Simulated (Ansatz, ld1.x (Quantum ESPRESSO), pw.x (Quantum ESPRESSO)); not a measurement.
# Nb: does the TM potential hold in the solid?

```
Element                 : Nb
Generator               : ld1.x (Quantum ESPRESSO) 7.5
Type                    : norm-conserving Troullier–Martins (Kleinman–Bylander form)
Functional              : LDA (PW92)
Relativity              : scalar-relativistic
Frozen core             : [Kr]
Valence charge          : 5
Reference configuration : 4d4 5s1 5p0
Partial waves           : 5p (bound, empty): rc 4.10 bohr; 4d (bound): rc 1.80 bohr; 5s (bound): rc 2.50 bohr
Local potential         : the s channel
Core correction         : Bessel-smoothed model core inside 1.45 bohr
```

Crystal test: diamond Nb in pw.x 7.5, no spin, 8³ k-points, Fermi–Dirac smearing 0.01 Ry, cutoffs 55/220 Ry. The lattice is a test structure that the element need not adopt, and mesh and smearing are coarse.

pw.x input:

```
&control
  calculation='scf', prefix='x', pseudo_dir='./', outdir='./tmp', tstress=.true., disk_io='none'
/
&system
  ibrav=0, nat=2, ntyp=1, ecutwfc=55, ecutrho=220, nbnd=12,
  occupations='smearing', smearing='fd', degauss=0.01
/
&electrons
  conv_thr=1e-09, mixing_beta=0.4, electron_maxstep=70
/
ATOMIC_SPECIES
Nb 1.0 Nb.UPF
CELL_PARAMETERS angstrom
  0.00000000 2.87964341 2.87964341
  2.87964341 0.00000000 2.87964341
  2.87964341 2.87964341 0.00000000
ATOMIC_POSITIONS crystal
Nb 0.0000 0.0000 0.0000
Nb 0.2500 0.2500 0.2500
K_POINTS automatic
8 8 8 0 0 0
```

```bash
pw.x < Nb.scf.in > Nb.scf.out
```

**Question.** How does the run end?

**Answer.** It converges; the pressure is 3.37 GPa against 0.14 GPa from all-electron LAPW. The largest radius (4.10 bohr) exceeds half the bond length (2.36 bohr), so the spheres overlap, which is one possible source of error among others. This is a poor potential for the solid. The log shows:

```
     number of k points=    29  Fermi-Dirac smearing, width (Ry)=  0.0100
     iteration #  1     ecut=    55.00 Ry     beta= 0.40
     total energy              =     -55.38887040 Ry
     estimated scf accuracy    <       0.01951809 Ry
     iteration #  2     ecut=    55.00 Ry     beta= 0.40
     total energy              =     -55.38859878 Ry
     estimated scf accuracy    <       0.00433676 Ry
     iteration #  3     ecut=    55.00 Ry     beta= 0.40
     total energy              =     -55.38867954 Ry
     estimated scf accuracy    <       0.00044883 Ry
     iteration #  4     ecut=    55.00 Ry     beta= 0.40
     total energy              =     -55.38873405 Ry
     estimated scf accuracy    <       0.00000362 Ry
     iteration #  5     ecut=    55.00 Ry     beta= 0.40
     total energy              =     -55.38873568 Ry
     estimated scf accuracy    <       0.00000135 Ry
     iteration #  6     ecut=    55.00 Ry     beta= 0.40
     total energy              =     -55.38873611 Ry
     estimated scf accuracy    <       0.00000025 Ry
     iteration #  7     ecut=    55.00 Ry     beta= 0.40
     total energy              =     -55.38873611 Ry
     estimated scf accuracy    <       0.00000006 Ry
     iteration #  8     ecut=    55.00 Ry     beta= 0.40
     total energy              =     -55.38873609 Ry
     estimated scf accuracy    <       0.00000003 Ry
     iteration #  9     ecut=    55.00 Ry     beta= 0.40
     the Fermi energy is     7.2562 ev
!    total energy              =     -55.38873610 Ry
     estimated scf accuracy    <          1.8E-10 Ry
     smearing contrib. (-TS)   =      -0.01450242 Ry
     The total energy is F=E-TS. E is the sum of the following terms:
     one-electron contribution =      11.40074233 Ry
     hartree contribution      =       1.82010173 Ry
     xc contribution           =     -43.84747567 Ry
     ewald contribution        =     -24.74760207 Ry
     convergence has been achieved in   9 iterations
          total   stress  (Ry/bohr**3)                   (kbar)     P=       33.73
     Message from routine punch:
     Nothing written, as per user request (disk_io='none')
```
